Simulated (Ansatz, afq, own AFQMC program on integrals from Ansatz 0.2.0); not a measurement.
# BSiH$_{2}$, quartet: AFQMC among the cluster methods

```xyz
4

Si    0.0000    0.0000    0.8789
B     0.0000    0.0000   -1.8441
H     0.0000   -1.0760   -2.3552
H     0.0000    1.0760   -2.3552
```

Connectivity, by distances: Si ··· BH2.

Basis cc-pVDZ. Only valence electrons are correlated. Ansatz 0.2.0 and our own AFQMC program on the same integrals; the CISD trial comes from CCSD amplitudes, and released means the phaseless constraint is let go. ± is one standard error of the sampling.

Determinant: UHF, the one that the program's search chose, which needn't be the lowest solution. The geometry is a point of a scan.

No full CI on the walks' own integrals is used here; CCSDT(Q) serves as the reference and is uncertain by about the last step of the cluster series.

Cautions: lower spins were not checked; higher spins were not checked; raised T1 diagnostic (T1 0.043, weight of the determinant 0.85, largest double 0.10).

```
T1 diagnostic                               : 0.0433
weight of the determinant in the CISD state : 0.855
⟨S²⟩ of the determinant                     : 3.770
size of the correlated space                : 9 electrons in 36 orbitals
```

Reference: CCSDT(Q), correlation energy -4.621 eV. The released energy is read at 2.40 1/Eh (meV from the phaseless value at times in 1/Eh: -21 ± 17 at 0.24, -21 ± 18 at 0.51, -43 ± 18 at 0.99, -13 ± 17 at 1.62, -35 ± 18 at 2.40).

```
         level  E − E(reference) (kJ/mol)  share of correlation (%)
            HF                      445.8                      0.00
           MP2                      123.0                     72.41
          CCSD                       18.9                     95.77
       CCSD(T)                        6.4                     98.57
         CCSDT                        1.1                     99.76
 ph-AFQMC/CISD                  3.6 ± 1.5                     99.20
released AFQMC                  0.2 ± 1.8                     99.95
```

A walk keeps the symmetry of its determinant, which the program's search chose and which needn't be the lowest solution, so a lower state of the same spin and another symmetry isn't excluded. Released energies are given only where the last usable release times agree within the noise; a slower fall can still hide under it.
